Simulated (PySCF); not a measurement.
**O: electron affinity**

O⁻ [He] 2s2 2p5 (2P) → O [He] 2s2 2p4 (3P), as a difference of total energies. Calculation: PySCF 2.14, in aug-cc-pVTZ (5s4p3d2f, 46 functions); the non-relativistic Hamiltonian (point nucleus). Correlated levels: valence: 1s2 frozen. The calculations carry no spin-orbit coupling.

Q: Order these methods by the electron affinity they give, lowest first.
A. SCS-MP2 (valence)
B. CCSD (valence)
C. CCSD(T) (valence)
D. UHF

A: D (-0.565 eV), B (1.185 eV), C (1.331 eV), A (1.381 eV).

Errors of the correlated levels include the incompleteness of this basis and the frozen core.

A negative affinity means that the anion lies above the atom at that level of theory.

For comparison: 1.461 eV (measured; photodetachment measurements, as compiled on the Wikipedia data page of electron affinities).
